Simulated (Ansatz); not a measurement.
The input, for Ansatz 0.2.0:

```yaml
crystal:
  periodic: [false, false, false]
  atoms:
    - {symbol: B, position_ang: [0.000000, 0.000000, 1.259200]}
    - {symbol: C, position_ang: [0.000000, 0.000000, -0.094199]}
    - {symbol: H, position_ang: [0.000000, 0.000000, -1.165001]}
basis:
  gaussian: {orbitals: 6-31G}
total_charge: 1
magnetization: {spin_polarized: false, initial_magnetization: 3}
correlation: {method: ccsdt_q, electrons: outside_noble_gas}
```

```sh
$ ansatz run in.yaml --threads 1 --pin off --events-out ev --progress --plain --max-ram 2393MiB
```

Output:

```
440 factors; integrals over basis functions are off by at most 9.4e-8 eV
mean field evaluation 1: about -1703.0576 eV, gradient 1.5e1 eV
mean field evaluation 2: about -1703.0638 eV, gradient 1.5e1 eV
mean field evaluation 4: about -1704.4604 eV, gradient 1.7e0 eV
mean field evaluation 8: about -1704.4878 eV, gradient 3.7e-2 eV
mean field evaluation 16: about -1704.4797 eV, gradient 3.8e-1 eV
mean field -1704.48778040 eV, -62.6387705863 hartree, gradient 1.9e-6 eV, S^2 3.750000; 0 other end points of the search recorded, 0 dependent functions left out
2 core orbitals not correlated: weight in the atoms' cores, before any rotation towards them, 1.000 or more for the frozen orbitals, at most 0.000 for the correlated occupied ones
reference -1704.48778040 eV, -62.6387705863 hartree; 5, 2 occupied and 13, 16 virtual orbitals, 440 factors
second order -1.85320289 eV of doubles, -0.05676001 eV of singles
cycle   1  -2.25444815 eV  change   -3.4e-1 eV  update   5.2e-2
cycle   2  -2.46076406 eV  change   -2.1e-1 eV  update   2.4e-2
cycle   3  -2.48752094 eV  change   -2.7e-2 eV  update   7.9e-3
cycle   4  -2.48989922 eV  change   -2.4e-3 eV  update   3.2e-3
cycle   5  -2.49018656 eV  change   -2.9e-4 eV  update   1.3e-3
cycle   6  -2.49056717 eV  change   -3.8e-4 eV  update   5.3e-4
cycle   7  -2.49074370 eV  change   -1.8e-4 eV  update   1.7e-4
cycle   8  -2.49078164 eV  change   -3.8e-5 eV  update   4.9e-5
cycle   9  -2.49076894 eV  change    1.3e-5 eV  update   1.6e-5
cycle  10  -2.49076568 eV  change    3.3e-6 eV  update   6.0e-6
cycle  11  -2.49076669 eV  change   -1.0e-6 eV  update   2.6e-6
cycle  12  -2.49076693 eV  change   -2.4e-7 eV  update   1.0e-6
cycle  13  -2.49076720 eV  change   -2.7e-7 eV  update   4.4e-7
perturbative correction -0.00290277 eV, -0.0001066748 hartree
Total energy: -1706.98145036 eV, -62.7304112673 hartree
```

For the same geometry and basis full CI lies 0.5 meV lower.

Ran on 1 thread of Arm Neoverse V1, shared host: 1.8 s wall, 0.18 GiB peak host memory.
